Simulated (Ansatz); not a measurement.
# SiNHO (quintet): from Hartree-Fock to the top rungs, def2-TZVPP

An exercise on one series of results from a longer session: the logs are not shown, and one member is left open.

Program: Ansatz 0.2.0, Gaussian basis. Level of theory: def2-TZVPP, core rule «outside noble gas», up to 7 orbitals frozen. These are calculated values, not measurements.

Plan: UHF; ROHF; CCSD(T) on UHF.

2 further runs of the same task are left out: 2 set aside as unsound or not needed.

## What is computed

The geometry is a PBE0/def2-TZVP stationary point (not a proven minimum) of the parent state, kept for this charge and spin.

4 atoms, charge 0, spin multiplicity 5.

Atoms are counted from 1 here; the program's logs count them from 0.

Bond lengths: O1–N2 1.191 Å, N2–Si3 1.782 Å, Si3–H4 1.519 Å. Angles: O1–N2–Si3 136.4°, N2–Si3–H4 90.8°.

Geometry (Å):

```xyz
4
HNOSi
O     0.00000   -0.14430    1.62408
N     0.00000    0.38087    0.55557
Si    0.00000   -0.15398   -1.14407
H     0.00000    1.28839   -1.62133
```

The first run:

in.yaml reads:

```yaml
crystal:
  periodic: [false, false, false]
  atoms:
    - {symbol: O, position_ang: [0.000000, -0.144299, 1.624079]}
    - {symbol: N, position_ang: [0.000000, 0.380867, 0.555568]}
    - {symbol: Si, position_ang: [0.000000, -0.153981, -1.144069]}
    - {symbol: H, position_ang: [0.000000, 1.288393, -1.621334]}
basis:
  gaussian: {orbitals: def2-TZVPP}
magnetization: {spin_polarized: true, initial_magnetization: 4}
hamiltonian: {xc: hf}
output: {orbitals: {seedname: orbitals}}
```

Launch:

```
> ansatz run in.yaml --threads 1 --pin off --events-out ev --progress --plain --max-ram 4096MiB --backend cpu
```

Among the steps run: UHF; ROHF; CCSD(T) on UHF.

One of the session's tables, all rows but one given; the rest of the session is left out.

```
  method  from UCCSD(T) (meV)
    ROHF                    ?
     UHF             +13704.8
    UMP2              +1161.1
   UCCSD               +558.4
UCCSD(T)                    0
```

**Question.** Estimate the row for ROHF.

**Answer.** from UCCSD(T) (meV): +14233.4. In the column «from UCCSD(T) (meV)» it is the highest.
